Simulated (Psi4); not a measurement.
C₂H₃O, doublet, geometry from GFN2-xTB; HF/def2-SVP in Psi4.

Input for Psi4:
```
memory 2 GB

molecule {
0 2
  C    -0.98280623   -0.64031730    0.00918186
  C     0.00892753    0.45680593    0.00356209
  H    -0.51469410   -1.62955370   -0.00565307
  H    -1.60234727   -0.53869636    0.89822118
  H    -1.62802750   -0.52448715   -0.85962290
  O     1.19854263    0.47422569   -0.01367611
}

set basis def2-svp
set reference rohf

energy('scf')
print_variables()
```

Output, abridged:

```
   => Loading Basis Set <=

    Name: DEF2-SVP
    Role: ORBITAL
    Keyword: BASIS

         ---------------------------------------------------------
                                   SCF
               by Justin Turney, Rob Parrish, Andy Simmonett
                          and Daniel G. A. Smith
                             ROHF Reference
         ---------------------------------------------------------

  ==> Geometry <==

    Molecular point group: c1
    Full point group: C1

    Geometry (in Angstrom), charge = 0, multiplicity = 2:

       Center              X                  Y                   Z               Mass
    ------------   -----------------  -----------------  -----------------  -----------------
         C           -1.069040710291    -0.702366461628     0.009940089322    12.000000000000
         C           -0.077306950291     0.394756768372     0.004320319322    12.000000000000
         H           -0.600928580291    -1.691602861628    -0.004894840678     1.007825032230
         H           -1.688581750291    -0.600745521628     0.898979409322     1.007825032230
         H           -1.714261980291    -0.586536311628    -0.858864670678     1.007825032230
         O            1.112308149709     0.412176528372    -0.012917880678    15.994914619570

  Running in c1 symmetry.

  Rotational constants: A =      3.04552  B =      0.32758  C =      0.31287 [cm^-1]
  Rotational constants: A =  91302.32502  B =   9820.74118  C =   9379.62101 [MHz]
  Nuclear repulsion =   63.012454777607431

  Charge       = 0
  Multiplicity = 2
  Electrons    = 23
  Nalpha       = 12
  Nbeta        = 11

  ==> Algorithm <==

  SCF Algorithm Type is DF.
  DIIS enabled.
  MOM disabled.
  Fractional occupation disabled.
  Guess Type is SAD.
  Energy threshold   = 1.00e-06
  Density threshold  = 1.00e-06
  Integral threshold = 1.00e-12

  ==> Primary Basis <==

  Basis Set: DEF2-SVP
    Blend: DEF2-SVP
    Number of shells: 27
    Number of basis functions: 57
    Number of Cartesian functions: 60
    Spherical Harmonics?: true
    Max angular momentum: 2

   => Loading Basis Set <=

    Name: (DEF2-SVP AUX)
    Role: JKFIT
    Keyword: DF_BASIS_SCF

  ==> Integral Setup <==

  SCF_SUBTYPE=INCORE selected. In-core MEM_DF algorithm will be used.
  Using in-core AOs.

  ==> MemDFJK: Density-Fitted J/K Matrices <==

    J tasked:                   Yes
    K tasked:                   Yes
    wK tasked:                   No
    Algorithm:                 Core
    Schwarz Cutoff:           1E-12
    Mask sparsity (%):       0.0616
    Fitting Condition:        1E-10

   => Auxiliary Basis Set <=

  Basis Set: (DEF2-SVP AUX)
    Blend: DEF2-UNIVERSAL-JKFIT
    Number of shells: 93
    Number of basis functions: 281
    Number of Cartesian functions: 331
    Spherical Harmonics?: true
    Max angular momentum: 4

  Minimum eigenvalue in the overlap matrix is 4.1154529974E-03.
  Reciprocal condition number of the overlap matrix is 7.9015998449E-04.
    Using symmetric orthogonalization.

  ==> Pre-Iterations <==

  SCF Guess: Superposition of Atomic Densities via on-the-fly atomic UHF (no occupation information).

   -------------------------
    Irrep   Nso     Nmo
   -------------------------
     A         57      57
   -------------------------
    Total      57      57
   -------------------------

  ==> Iterations <==

                           Total Energy        Delta E     RMS |[F,P]|

   @DF-ROHF iter SAD:  -151.35052171891340   -1.51351e+02   0.00000e+00
   @DF-ROHF iter   1:  -152.09080192064926   -7.40280e-01   5.17068e-03 DIIS
   @DF-ROHF iter   2:  -152.13402139103840   -4.32195e-02   4.23884e-03 DIIS
   @DF-ROHF iter   3:  -152.17238298487825   -3.83616e-02   7.85340e-04 DIIS
   @DF-ROHF iter   4:  -152.17469358117359   -2.31060e-03   2.44679e-04 DIIS
   @DF-ROHF iter   5:  -152.17513832517460   -4.44744e-04   8.90351e-05 DIIS
   @DF-ROHF iter   6:  -152.17523783787652   -9.95127e-05   4.59493e-05 DIIS
   @DF-ROHF iter   7:  -152.17527235997323   -3.45221e-05   1.80666e-05 DIIS
   @DF-ROHF iter   8:  -152.17527755306446   -5.19309e-06   4.07428e-06 DIIS
   @DF-ROHF iter   9:  -152.17527771912364   -1.66059e-07   8.75565e-07 DIIS
  Energy and wave function converged.

  ==> Post-Iterations <==

    Orbital Energies [Eh]
    ---------------------

    Doubly Occupied:

       1A    -20.580909     2A    -11.334830     3A    -11.266454
       4A     -1.399948     5A     -1.024863     6A     -0.738703
       7A     -0.642137     8A     -0.629030     9A     -0.623116
      10A     -0.538603    11A     -0.529062

    Singly Occupied:

      12A     -0.109522

    Virtual:

      13A      0.157486    14A      0.178980    15A      0.243125
      16A      0.244875    17A      0.390143    18A      0.403134
      19A      0.631361    20A      0.632094    21A      0.680958
      22A      0.705026    23A      0.717888    24A      0.826915
      25A      0.852683    26A      0.880303    27A      0.880692
      28A      0.982550    29A      1.076890    30A      1.162696
      31A      1.293969    32A      1.342650    33A      1.417266
      34A      1.465040    35A      1.649490    36A      1.767529
      37A      1.858849    38A      1.927905    39A      1.935912
      40A      2.005909    41A      2.057346    42A      2.079480
      43A      2.163672    44A      2.297406    45A      2.385108
      46A      2.652831    47A      2.702025    48A      2.769782
      49A      2.919719    50A      3.024348    51A      3.031949
      52A      3.097205    53A      3.256220    54A      3.281387
      55A      3.566196    56A      3.682223    57A      4.030224

    Final Occupation by Irrep:
              A
    DOCC [    11 ]
    SOCC [     1 ]
    NA   [    12 ]
    NB   [    11 ]

  @DF-ROHF Final Energy:  -152.17527771912364

   => Energetics <=

    Nuclear Repulsion Energy =             63.0124547776074309
    One-Electron Energy =                -331.3899295266039644
    Two-Electron Energy =                 116.2021970298728917
    Total Energy =                       -152.1752777191236419

Computation Completed

Properties will be evaluated at   0.000000,   0.000000,   0.000000 [a0]

Properties computed using the SCF density matrix

 Multipole Moments:

 ------------------------------------------------------------------------------------
     Multipole            Electronic (a.u.)      Nuclear  (a.u.)        Total (a.u.)
 ------------------------------------------------------------------------------------

 L = 1.  Multiply by 2.5417464519 to convert [e a0] to [Debye]
 Dipole X            :          2.6440480           -3.7480697           -1.1040218
 Dipole Y            :          2.1675055           -2.6968860           -0.5293805
 Dipole Z            :         -0.0211061            0.0329555            0.0118494
 Magnitude           :                                                    1.2244379

 ------------------------------------------------------------------------------------

  Variable Map:
  ----------------------------------------------------------------------------
  "CURRENT ENERGY"           =>    -152.175277719124
  "CURRENT REFERENCE ENERGY" =>    -152.175277719124
  "DD SOLVATION ENERGY"      =>       0.000000000000
  "HF KINETIC ENERGY"        =>     151.613537507711
  "HF POTENTIAL ENERGY"      =>    -303.788815226835
  "HF TOTAL ENERGY"          =>    -152.175277719124
  "HF VIRIAL RATIO"          =>       2.003705079511
  "NUCLEAR REPULSION ENERGY" =>      63.012454777607
  "ONE-ELECTRON ENERGY"      =>    -331.389929526604
  "PCM POLARIZATION ENERGY"  =>       0.000000000000
  "PE ENERGY"                =>       0.000000000000
  "SCF ITERATION ENERGY"     =>    -152.175277719124
  "SCF ITERATIONS"           =>       9.000000000000
  "SCF TOTAL ENERGY"         =>    -152.175277719124
  "TWO-ELECTRON ENERGY"      =>     116.202197029873

  Array Variable Map:
  ----------------------------------------------------------------------------
  "CURRENT DIPOLE"           =>      -1.104021757457 ... 0.011849427366 1 by 3
  "SCF DIPOLE"               =>      -1.104021757457 ... 0.011849427366 1 by 3
  "SCF TOTAL ENERGIES"       =>    -151.350521718913 ... -152.175277719124 1 by 10
```
